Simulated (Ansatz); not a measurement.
# BeO+ (quartet): wave-function methods side by side, def2-TZVPP

One table from this session's results is given with a row withheld; the runs are named, their logs left out.

Method: def2-TZVPP, core rule «outside noble gas», up to 2 orbitals frozen; program: Ansatz 0.2.0, Gaussian basis.

The runs, in order: UHF; ROHF; CCSD(T) on UHF.

2 further runs of the same task are left out: 2 set aside as unsound or not needed.

**What is computed**

The geometry is a PBE0/def2-TZVP stationary point (not a proven minimum) of the parent state, kept for this charge and spin.

2 atoms, charge 1, spin multiplicity 4.

Atoms are counted from 1 here; the program's logs count them from 0.

Bond lengths: O1–Be2 1.468 Å.

Geometry (Å):

```csv
atom,x (Å),y (Å),z (Å)
O1,0.00000,0.00000,0.00000
Be2,0.00000,0.00000,1.46820
```

The first run:

File in.yaml:

```yaml
crystal:
  periodic: [false, false, false]
  atoms:
    - {symbol: O, position_ang: [0.000000, 0.000000, 0.000000]}
    - {symbol: Be, position_ang: [0.000000, 0.000000, 1.468200]}
basis:
  gaussian: {orbitals: def2-TZVPP}
total_charge: 1
magnetization: {spin_polarized: true, initial_magnetization: 3}
hamiltonian: {xc: hf}
output: {orbitals: {seedname: orbitals}}
```

Command:

```sh
$ ansatz run in.yaml --threads 1 --pin off --events-out ev --progress --plain --max-ram 4096MiB --backend cpu
```

Among the steps run: UHF; ROHF; CCSD(T) on UHF.

One of the session's tables, all rows but one given; the rest of the session is left out.

```
  method  from UCCSD(T) (meV)
    ROHF              +4630.2
     UHF              +4446.9
    UMP2               +575.0
   UCCSD                    ?
UCCSD(T)                    0
```

Q: Estimate the row for UCCSD from the others.

As computed: from UCCSD(T) (meV): +84.3. In the column «from UCCSD(T) (meV)» it lies between UCCSD(T) (0) and UMP2 (+575.0).
